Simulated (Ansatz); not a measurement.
Basis-set extrapolation for `N=COCF` (PBE0-D4/def2-TZVP geometry, frozen core, Ansatz). Multiplicity 1, RHF reference.

```
                      def2-TZVPP   def2-QZVPP
                 HF  -306.918280  -306.932201
    MP2 correlation    -1.008990    -1.087618
CCSD(T) correlation    -1.069540      not run
```

Energies in hartree. Use E(X) = E(∞) + A·exp(−7.88·√X) for Hartree–Fock and E(X) = E(∞) + B·X^(−2.97) for correlation, with X = 3 and 4, and add CCSD(T) minus MP2 of the smaller set to the MP2 limit.

What is the CCSD(T) energy at the basis-set limit?

HF limit: -306.932201 + (-0.013921) × 0.13774 = -306.93412. MP2 limit: -1.087618 + (-0.078628) × 0.74074 = -1.14586. Higher-order term: -1.069540 − (-1.008990) = -0.06055. Total: -308.14053 hartree, 95.8 kcal/mol below CCSD(T)/def2-TZVPP.
